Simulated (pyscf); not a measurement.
PySCF, gas phase, ωB97X-D3(BJ)/def2-SVP geometries.

### Question
Estimate the classical barrier height and the reaction energy of `[OH][SiH]` [singlet] + `[OH2]` + `[OH2]` -> `[OH][SiH2][OH]` + `[OH2]` at PBE/def2-TZVP. The step runs on the singlet surface, breaks H–O, H–O and forms O–Si, H–Si, H–O; take the separated reactants as zero.

### Answer
ΔE‡ = -0.90 eV, ΔE = -2.92 eV. ωB97M-D3(BJ)/def2-TZVP gives -0.53 eV and -3.01 eV. Zero-point energy shifts the barrier by +0.10 eV. It is a multi-bond step, with an imaginary mode of 1227i cm⁻¹. On the reactant side the descent ends in an adduct with a O–Si contact, 1.10 eV under the separated species and 0.42 eV under the saddle at ωB97X-D3(BJ)/def2-TZVP. At PBE the saddle lies under the separated reactants, which points to a path from their complex (located at ωB97X-D3(BJ) alone). What is counted as formed (O–Si) is already present as a longer contact in the reactant adduct; forming that adduct is a step of its own. At ωB97X-D3(BJ)/def2-TZVP the barrier from the zero used here is -0.68 eV. This is the saddle that the search found; another between the same sides may lie lower.
